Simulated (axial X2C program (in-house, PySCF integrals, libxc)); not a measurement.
Bond lengths and stretching modes, held linear, of OSiO⁺

Computed with an axial X2C code built on PySCF integrals: two-component X2C with atomic mean-field Coulomb and Gaunt terms, Gaussian nuclei, basis O dyall-av3z, Si dyall-v3z with contracted cores. Spin-free rows use the one-electron spin-free X2C Hamiltonian.

Masses O 15.995, Si 27.977, O 15.995 u. States: 2c Ω = 3/2 (beyond evenly filled blocks: ω = 3/2); spin-free M_S = 1/2, Λ = 1 (beyond evenly filled blocks: π+α, π+β, π-α).

PBE0, 2c: energies above the lowest point

```tsv
r(O–Si) (Å)	r(Si–O) (Å)	E (meV)
1.5103	1.5103	73.16
1.5103	1.5490	23.89
1.5103	1.5877	24.98
1.5490	1.5103	23.89
1.5490	1.5490	0.00
1.5490	1.5877	25.65
1.5490	1.6264	85.87
1.5877	1.5103	24.98
1.5877	1.5490	25.65
1.5877	1.5877	76.58
1.6264	1.5490	85.87
1.6264	1.6264	271.22
```

**Question.** Fit a quadratic surface with cubic terms in each bond: where is the minimum, and what are the two stretching wavenumbers?

**Answer.** At PBE0, 2c: bonds 1.547 and 1.547 Å; harmonic stretches 793.3 and 926.6 cm⁻¹; force constants 5.43, 5.43 and coupling 2.66 mdyn/Å.

The other levels and Hamiltonians give:

```
Hamiltonian  level  r(O–Si) (Å)  r(Si–O) (Å)  lower stretch (cm⁻¹)  upper stretch (cm⁻¹)
         2c    PBE        1.569        1.569                 875.1                1091.7
  spin-free   PBE0        1.547        1.547                 794.2                 926.6
  spin-free    PBE        1.569        1.569                 875.1                1091.9
```

Each state is one determinant, the lowest of a limited PBE0 search; the stretches come from a fit to these few points and carry an uncertainty of a few per cent. Other orders of the atoms were not compared. Left out for rough or failed fits: HF 2c, MP2 2c, HF spin-free, MP2 spin-free. The molecule was held linear; bending was not examined, so a bent shape may lie lower. Note: functional without a current term on a determinant with orbital currents, of the molecule or an atom.
